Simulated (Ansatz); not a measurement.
fcc Pd, treated with r²SCAN in Ansatz (plane waves, PAW).

Numerical settings: plane-wave cutoff 600 eV, 16×16×16 k mesh, Fermi–Dirac smearing 0.1 eV, finite displacements, force constants from a 4×4×4 q mesh, scalar-relativistic PAW data made under PBE.

Problem. Predict the zero-point energy.

Solution. 
* **zero-point energy**: 0.026 eV/atom

The result took very roughly 28 core-minutes.

Ansatz is an electronic-structure program.
